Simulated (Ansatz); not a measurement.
All values below come from PBE0-D3(BJ)/def2-TZVP (Ansatz, a quantum-chemistry and plane-wave program). No frequencies were computed at this level.

Ansatz 0.2 input:
```yaml
crystal:
  periodic: [false, false, false]
  atoms:
    - { symbol: C, position_ang: [0.56782, -0.000003, -0.000002] }
    - { symbol: N, position_ang: [-0.56782, 0.000003, 0.000002] }
basis:
  gaussian: { orbitals: def2-tzvp }
hamiltonian:
  xc: pbe0
  dispersion: d3bj
relax:
  max_steps: 150
magnetization:
  spin_polarized: true
  initial_magnetization: 1
```

Output:

```
Functional definition: PBE0
335 factors; their error is unknown
mean field evaluation 1: about -2517.0957 eV, gradient 3.1e1 eV
mean field evaluation 2: about -2498.7981 eV, gradient 6.9e1 eV
mean field evaluation 4: about -2520.6216 eV, gradient 1.6e0 eV
mean field evaluation 8: about -2520.6439 eV, gradient 2.7e-2 eV
mean field evaluation 16: about -2520.6559 eV, gradient 1.2e-5 eV
mean field -2520.65587894 eV, -92.6323949891 hartree, gradient 1.2e-5 eV, S^2 0.762924; 1 other end points of the search recorded, 0 dependent functions left out
reference -2520.65589757 eV, -92.6323956739 hartree; 7, 6 occupied and 55, 56 virtual orbitals, 335 factors
relax step   1: F+E_penalty+E_count = -2520.66801131 eV  Δ(F+E_penalty+E_count) = +0.000e0 eV  max|allowed force component| = 3.007e0 eV/Å  Δτ_max = 0.0000 Å  (45 SCF iters, accepted)
these checks for a lower state are left out or cut short: starts, cluster_reference, orbital_swaps, neighbouring_geometries, increment
335 factors; their error is unknown
mean field -2520.69163423 eV, -92.6337089719 hartree, gradient 2.4e-5 eV, S^2 0.763554; 0 other end points of the search recorded, 0 dependent functions left out
reference -2520.69165278 eV, -92.6337096536 hartree; 7, 6 occupied and 55, 56 virtual orbitals, 335 factors
relax step   2: F+E_penalty+E_count = -2520.70376564 eV  Δ(F+E_penalty+E_count) = -3.575e-2 eV  max|allowed force component| = 4.839e-2 eV/Å  Δτ_max = 0.0124 Å  (40 SCF iters, accepted)
these checks for a lower state are left out or cut short: starts, cluster_reference, orbital_swaps, neighbouring_geometries, increment
335 factors; their error is unknown
mean field evaluation 32: about -2520.6916 eV, gradient 2.4e-5 eV
mean field -2520.69164453 eV, -92.6337093505 hartree, gradient 5.9e-5 eV, S^2 0.763544; 0 other end points of the search recorded, 0 dependent functions left out
reference -2520.69166309 eV, -92.6337100323 hartree; 7, 6 occupied and 55, 56 virtual orbitals, 335 factors
relax step   3: F+E_penalty+E_count = -2520.70377596 eV  Δ(F+E_penalty+E_count) = -1.032e-5 eV  max|allowed force component| = 2.493e-3 eV/Å  Δτ_max = 0.0002 Å  (27 SCF iters, accepted)
335 factors; their error is unknown
mean field -2520.69164453 eV, -92.6337093505 hartree, gradient 5.9e-5 eV, S^2 0.763544; 2 other end points of the search recorded, 0 dependent functions left out
reference -2520.69166309 eV, -92.6337100323 hartree; 7, 6 occupied and 55, 56 virtual orbitals, 335 factors
Total energy: -2520.70379451 eV, -92.6341558538 hartree
Atom 0 at     0.580052    -0.000003    -0.000002 Å, force    -0.002493     0.000000     0.000000 eV/Å
Atom 1 at    -0.580052     0.000003     0.000002 Å, force     0.002493    -0.000000    -0.000000 eV/Å
Dipole moment:     0.310108    -0.000002    -0.000001 e Å
```

Cost: roughly 4 core-seconds.
